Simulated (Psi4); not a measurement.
# B2PH5 (SMILES BBP): MP3/aug-cc-pVDZ

Aim: the vertical electron affinity of B2PH5 at MP3/aug-cc-pVDZ, from 2 runs. 

The results are computed with Psi4 1.11.

### Step 1. The structure to begin with

The species is B2PH5 (8 atoms), meant as a singlet with charge 0. As SMILES, `BBP`. Geometry: relaxed at GFN2-xTB. This is one conformer, not always the lowest.

Bond lengths: B1–B2 1.614 Å, B2–P3 1.887 Å, B1–H4 1.174 Å, B1–H5 1.175 Å, B2–H6 1.176 Å, P3–H7 1.387 Å, P3–H8 1.386 Å. Angles: B1–B2–P3 121.5°, B1–B2–H6 126.1°, P3–B2–H6 112.3°, B2–B1–H4 123.5°, B2–B1–H5 121.9°, B2–P3–H7 101.5°, B2–P3–H8 99.1°, H4–B1–H5 114.5°, H7–P3–H8 94.8°.

### Step 2. The energy at MP3/aug-cc-pVDZ

Contents of run_ase.py:

```python
import numpy as np
from ase.calculators.psi4 import Psi4
from ase import Atoms

a = Atoms(['B', 'B', 'P', 'H', 'H', 'H', 'H', 'H'], positions=[
    [-1.166700, 0.722700, -0.454440],
    [0.411360, 0.478610, -0.219570],
    [1.111750, -1.251810, 0.058420],
    [-1.706380, 0.533320, -1.479390],
    [-1.877700, 1.069970, 0.414140],
    [1.252690, 1.299160, -0.262680],
    [0.083870, -1.855390, 0.768230],
    [1.891120, -0.996560, 1.175310],
])
calc = Psi4(atoms=a, method='mp3', basis='aug-cc-pVDZ', memory='1600MB', num_threads=1, charge=0, multiplicity=1, label='calc', reference='rhf')
calc.psi4.set_options({'puream': True, 'e_convergence': 1e-09, 'd_convergence': 1e-08, 'scf_type': 'pk', 'num_frozen_docc': 7})
a.calc = calc

print(f'energy: {a.get_potential_energy():.6f} eV')
```

Command:

```sh
$ python run_ase.py
```

calc.dat:

```text
[...]
  Running in c1 symmetry.
[...]
  Nuclear repulsion =   76.294313184247173
[...]
  Multiplicity = 1
[...]
  Nalpha       = 15
  Nbeta        = 15
[...]
    Number of basis functions: 118
[...]
   @RHF iter   1:  -392.86143616866462   -7.96981e-01   2.53087e-03 ADIIS/DIIS
[...]
   @RHF iter  12:  -392.96965679553142   -8.64020e-12   4.37350e-09 DIIS
[...]
    Orbital Energies [Eh]
    ---------------------
    Doubly Occupied:
       1A    -79.936833     2A     -7.600502     3A     -7.593306
       4A     -7.481644     5A     -5.376012     6A     -5.375538
       7A     -5.374712     8A     -0.873539     9A     -0.730356
      10A     -0.625852    11A     -0.539814    12A     -0.499507
      13A     -0.467290    14A     -0.445303    15A     -0.364599
[...]
  @RHF Final Energy:  -392.96965679553142
   => Energetics <=
    Nuclear Repulsion Energy =             76.2943131842471729
    One-Electron Energy =                -691.9583275113312766
    Two-Electron Energy =                 222.6943575315526687
    Total Energy =                       -392.9696567955314777
[...]
 Multipole Moments:
 ------------------------------------------------------------------------------------
     Multipole            Electronic (a.u.)      Nuclear  (a.u.)        Total (a.u.)
 ------------------------------------------------------------------------------------
 L = 1.  Multiply by 2.5417464519 to convert [e a0] to [Debye]
 Dipole X            :          1.3851624           -1.4623064           -0.0771439
 Dipole Y            :         -0.6857102            0.8706577            0.1849475
 Dipole Z            :         -1.0898545            1.3260875            0.2362330
 Magnitude           :                                                    0.3097786
[...]
	DF-MP2 Total Energy (a.u.)         :  -393.26720249846625
[...]
	DF-MP3 Total Energy (a.u.)         :  -393.31422810109888
[...]
```

The script printed:

```text
Memory set to   1.490 GiB by Python driver.
  Threads set to 1 by Python driver.

  Memory set to   1.490 GiB by Python driver.
  Threads set to 1 by Python driver.
energy: -10702.625290 eV
```

It took 11 s on 1 thread of Intel Xeon Platinum 8488C (Sapphire Rapids), shared host; peak memory 0.68 GiB.

### Step 3. The doublet anion

Contents of job.json:

```json
{
 "schema_name": "qcschema_input",
 "schema_version": 1,
 "molecule": {
  "schema_name": "qcschema_molecule",
  "schema_version": 2,
  "symbols": ["B", "B", "P", "H", "H", "H", "H", "H"],
  "geometry": [-2.20474347, 1.36570507, -0.85876714, 0.77735774, 0.90444182, -0.41492717, 2.10090302, -2.36557806, 0.1103978, -3.22459086, 1.00782874, -2.79564193, -3.54833874, 2.02195026, 0.78261118, 2.36724102, 2.45505659, -0.49639326, 0.15849133, -3.50617895, 1.4517443, 3.57369887, -1.88322547, 2.22101401],
  "molecular_charge": -1,
  "molecular_multiplicity": 2,
  "fix_symmetry": "c1"
 },
 "driver": "energy",
 "model": {
  "method": "mp3",
  "basis": "aug-cc-pVDZ"
 },
 "keywords": {
  "reference": "uhf",
  "puream": true,
  "e_convergence": 1e-09,
  "d_convergence": 1e-08,
  "scf_type": "pk",
  "num_frozen_docc": 7,
  "maxiter": 200
 }
}
```

Command:

```sh
$ psi4 --qcschema job.json -n 1 --memory 1600MB
```

stdout:

```text
[...]
                   'protocols': {'error_correction': {'default_policy': True, 'policies': None},
                                 'native_files': 'none',
[...]
  Running in c1 symmetry.
[...]
  Nuclear repulsion =   76.294313231862773
[...]
  Multiplicity = 2
[...]
  Nalpha       = 16
  Nbeta        = 15
[...]
    Number of basis functions: 118
[...]
   @UHF iter   1:  -392.71385473342798   -6.49400e-01   4.05248e-03 DIIS/ADIIS
[...]
   @UHF iter  19:  -392.94233797847102   -2.39311e-11   6.69722e-09 DIIS
[...]
   @S^2 Observed:                7.572502863E-01
[...]
    Orbital Energies [Eh]
    ---------------------
    Alpha Occupied:
       1A    -79.775788     2A     -7.421594     3A     -7.353210
       4A     -7.321414     5A     -5.215735     6A     -5.215065
       7A     -5.214456     8A     -0.713620     9A     -0.539591
      10A     -0.445315    11A     -0.377348    12A     -0.308173
      13A     -0.275561    14A     -0.252043    15A     -0.204494
      16A      0.007898
    Alpha Virtual:
      17A      0.132334    18A      0.140885    19A      0.152890
      20A      0.156018    21A      0.171308    22A      0.176702
      23A      0.188413    24A      0.198173    25A      0.204756
[...]
  @UHF Final Energy:  -392.94233797847102
   => Energetics <=
    Nuclear Repulsion Energy =             76.2943132318627733
    One-Electron Energy =                -697.2791952106675808
    Two-Electron Energy =                 228.0425440003337485
    Total Energy =                       -392.9423379784710164
  UHF NO Occupations:
  HONO-2 :   14  A 1.9988801
  HONO-1 :   15  A 1.9981710
[...]
 Multipole Moments:
 ------------------------------------------------------------------------------------
     Multipole            Electronic (a.u.)      Nuclear  (a.u.)        Total (a.u.)
 ------------------------------------------------------------------------------------
 L = 1.  Multiply by 2.5417464519 to convert [e a0] to [Debye]
 Dipole X            :          3.6511569           -1.4623064            2.1888505
 Dipole Y            :         -2.2578604            0.8706577           -1.3872027
 Dipole Z            :         -0.5286783            1.3260875            0.7974092
 Magnitude           :                                                    2.7113205
[...]
	DF-SCS-MP2 Total Energy (a.u.)     :  -393.27225201117614
	DF-SOS-MP2 Total Energy (a.u.)     :  -393.27538081336144
	DF-SCS(N)-MP2 Total Energy (a.u.)  :  -393.06108453125711
[...]
	DF-MP2 Total Energy (a.u.)         :  -393.26599440680542
[...]
	DF-MP3 Total Energy (a.u.)         :  -393.31245224364875
[...]
```

The result, in JSON:

```text
{
 "driver": "energy",
 "model": {
  "method": "mp3",
  "basis": "aug-cc-pVDZ"
 },
 "success": true,
 "return_result": -393.31245224364875,
 "properties": {
  "calcinfo_nbasis": 118,
  "calcinfo_nmo": 118,
  "calcinfo_nalpha": 16,
  "calcinfo_nbeta": 15,
  "calcinfo_natom": 8,
  "nuclear_repulsion_energy": 76.29431323186277,
  "return_energy": -393.31245224364875,
  "scf_one_electron_energy": -697.2791952106676,
  "scf_two_electron_energy": 228.04254400033375,
  "scf_dipole_moment": [2.18885048227009, -1.3872026818059788, 0.7974091577221254],
  "scf_total_energy": -392.942337978471,
  "scf_iterations": 19,
  "mp2_same_spin_correlation_energy": -0.06746963226483559,
  "mp2_opposite_spin_correlation_energy": -0.25618679606954775,
  "mp2_singles_energy": 0.0,
  "mp2_doubles_energy": -0.32365642833438335,
  "mp2_correlation_energy": -0.32365642833440234,
  "mp2_total_energy": -393.2659944068054
 }
}
```

Run time: 19 s. Hardware: 1 thread of Intel Xeon Platinum 8488C (Sapphire Rapids), shared host; peak memory 0.64 GiB.

### Step 4. Summary of results

At MP3/aug-cc-pVDZ, 7 core orbitals frozen:

| quantity | value |
| --- | --- |
| singlet B2PH5: total energy | -393.31423 Eh |
| singlet B2PH5: HOMO energy (Hartree–Fock orbitals) | -9.92 eV |
| singlet B2PH5: LUMO energy (Hartree–Fock orbitals) | 0.92 eV |
| singlet B2PH5: HOMO–LUMO gap (Hartree–Fock orbitals) | 10.84 eV |
| singlet B2PH5: correlation energy (7 core orbitals frozen) | -344.6 mEh |
| doublet anion: total energy | -393.31245 Eh |
| doublet anion: HOMO energy (Hartree–Fock orbitals) (highest over α and β) | 0.21 eV |
| doublet anion: LUMO energy (Hartree–Fock orbitals) (lowest over α and β) | 3.60 eV |
| doublet anion: correlation energy (7 core orbitals frozen) | -370.1 mEh |
| doublet anion: ⟨S²⟩ of the reference determinant | 0.757 |
| vertical electron affinity (to the doublet anion) | -0.048 eV |

**Reading.** The anion lies 0.05 eV (4.7 kJ/mol) above the neutral: the electron isn't bound at this level, and such a value depends on the basis. The HOMO (doublet anion) lies at positive energy, 0.21 eV: the electron is unbound at this level or held by a compact basis; values depend on the basis.
